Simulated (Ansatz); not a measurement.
## Worked example: correlation energy of SnH2⁺, doublet

Geometry: a point of a stretch scan, not a stationary point.

```xyz
3

Sn    0.0000    0.0000    0.6899
H     0.0000    0.0000   -3.0351
H     0.0000    0.0000    2.3453
```

Basis def2-SVP with its core potentials; Ansatz 0.2.0. Correlated methods freeze the noble-gas cores and the filled d shells of p-block atoms, which leaves 5 electrons in 27 orbitals. R marks a restricted (for open shells ROHF) determinant. No spin–orbit coupling is included; scalar relativity enters through the core potentials alone.

Full CI is exact within this basis and frozen core; it isn't the basis-set limit.

Runs differ by some tens of microhartree through their thresholds and, for an open shell, their frozen cores, so steps under 0.03 kcal/mol mean nothing.

```tsv
level	total energy (hartree)
RHF	-214.146576
RMP2	-214.194470
RCCSD	-214.213163
RCCSD(T)	-214.213908
RCCSDT	-214.214146
RCCSDT(Q)	-214.214171
full CI	-214.214178
```

**Question.** What is the correlation energy at full CI, and what share of it do RMP2 and RCCSD(T) recover?

**Answer.** E(corr) = -214.214178 − (-214.146576) = -0.067602 hartree = -1.840 eV. RMP2: -0.047894 / -0.067602 = 70.85 %. RCCSD(T): -0.067332 / -0.067602 = 99.60 %.

**Question.** By how many kcal/mol does RCCSD(T) miss full CI (1 hartree = 627.509 kcal/mol), and which steps make up the rest?

**Answer.** -214.213908 − (-214.214178) = 0.000270 hartree = 0.17 kcal/mol. Steps: RCCSDT − RCCSD(T) = -0.15, RCCSDT(Q) − RCCSDT = -0.02, full CI − RCCSDT(Q) = 0.00 kcal/mol. That is within 1 kcal/mol of the reference in this basis, which itself misses far more of the correlation at the basis-set limit.
